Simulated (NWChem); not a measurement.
# C$_{2}$H$_{3}$, doublet; SMILES [CH]=C

Results from NWChem. Pople sets run with spherical d functions. Spin-unrestricted. In the optimisation the excess spin sits in a' (Cs, its own frame). Geometry: optimised at PBE0/def2-SVP, spin-unrestricted. No stability test was run on the SCF state. Level r2SCAN/6-31G*: energy and gradient on several grids; changes count from the extra-fine grid, which is no exact limit either.

```json
[
 {"grid": "xcoarse", "size of the energy change (μHa)": "400", "largest change of a gradient component (μHa/bohr)": "4000"},
 {"grid": "coarse", "size of the energy change (μHa)": "40", "largest change of a gradient component (μHa/bohr)": "100"},
 {"grid": "medium", "size of the energy change (μHa)": "40", "largest change of a gradient component (μHa/bohr)": "100"},
 {"grid": "fine", "size of the energy change (μHa)": "< 10", "largest change of a gradient component (μHa/bohr)": "30"},
 {"grid": "xfine", "size of the energy change (μHa)": "< 10", "largest change of a gradient component (μHa/bohr)": "< 30"}
]
```
